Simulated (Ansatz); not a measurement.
Relaxation of AlClH5N (8 atoms, charge 0, multiplicity 1), to a largest force component of 0.03 eV/Å in at most 50 steps.

These are results of Ansatz 0.2.0, RKS PBE/def2-TZVP, not measurements.

```xyz
8
Properties=species:S:1:pos:R:3
Al -0.014 -0.617 -0.340
H -0.329 0.245 2.262
H 1.393 0.061 -0.559
Cl -1.782 0.252 -1.096
N -0.192 -2.208 0.622
H -1.064 -2.733 0.607
H 0.594 -2.840 0.751
H -0.314 -0.439 2.041
```

Where does it end, and by what steps?

It converged. After 8 steps the energy has fallen by 0.214 eV; H8 moved furthest, 0.55 Å.

```json
{"step": "0", "energy less start (eV)": "0.0000", "largest force component (eV/Å)": "1.673", "accepted": "yes"}
{"step": "1", "energy less start (eV)": "-0.1499", "largest force component (eV/Å)": "0.849", "accepted": "yes"}
{"step": "2", "energy less start (eV)": "-0.1894", "largest force component (eV/Å)": "0.624", "accepted": "yes"}
{"step": "3", "energy less start (eV)": "-0.2047", "largest force component (eV/Å)": "0.228", "accepted": "yes"}
{"step": "4", "energy less start (eV)": "-0.2101", "largest force component (eV/Å)": "0.157", "accepted": "yes"}
{"step": "5", "energy less start (eV)": "-0.2121", "largest force component (eV/Å)": "0.152", "accepted": "yes"}
{"step": "6", "energy less start (eV)": "-0.2129", "largest force component (eV/Å)": "0.080", "accepted": "yes"}
{"step": "7", "energy less start (eV)": "-0.2135", "largest force component (eV/Å)": "0.055", "accepted": "yes"}
{"step": "8", "energy less start (eV)": "-0.2137", "largest force component (eV/Å)": "0.027", "accepted": "yes"}
```

```xyz
8
Properties=species:S:1:pos:R:3
Al -0.027 -0.754 -0.288
H -0.353 0.697 2.252
H 1.375 -0.036 -0.399
Cl -1.795 0.219 -0.922
N -0.170 -2.423 0.287
H -1.039 -2.944 0.358
H 0.615 -2.997 0.580
H -0.312 -0.039 2.419
```

Run time: 9.9 s on 4 threads of Arm Neoverse V2, on a shared host, peak memory 0.22 GiB.
